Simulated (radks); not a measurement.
**Mg³⁺ in [He] 2s2 2p5: an all-electron calculation**

Aim: the levels, the sizes of the orbitals and the parts of the energy of the magnesium ion Mg3+.

The numbers are computed with radks (a radial shooting solver on a logarithmic mesh, Libxc functionals) version 1 (scalar-relativistic Kohn-Sham, Wu-Cohen GGA, spin-polarised, spherical densities, finite nucleus; open shells are filled with parallel spins first), except any that are marked as measured or tabulated.

### 1 The atom as given

```
element            : magnesium (Z = 12)
charge             : +3
electrons          : 9
configuration      : [He] 2s2 2p5
nuclear rms radius : 3.057 fm
```

The outer shells:

Mg³⁺
```
[He] core
2s [↑↓]
2p [↑↓][↑↓][↑ ]
```

### 2 The run

Settings of this run:

```text
Z 12
configuration [He] 2s2 2p5
relativity scalar-relativistic
functional wc,pbe
spin polarised
nucleus finite rms 3.057 fm
c 137.035999084
```

Q: Predict the outcome of this run.

The runs gave:

```
                        quantity                      value
                    total energy         -196.29081 hartree
exchange-correlation share of it                     7.56 %
                            −T/E                     1.0015
          highest occupied level        2p down, -94.725 eV
    most extended occupied level  2s down, <r> = 0.674 bohr
 radius at density 0.001 e/bohr³                  2.04 bohr
    maxima of the radial density                          2
         ionisation energy, NIST      109.27 (semi-emp.) eV
```

The radial density shows 2 maxima for 2 occupied principal shells. Minus the highest eigenvalue, 94.725 eV, is 87 % of the tabulated ionisation energy (109.27 eV); the potential of a semilocal functional falls off too fast, so its top eigenvalue is too shallow. Open shells are spherical and high-spin; term and fine-structure splittings are not resolved.
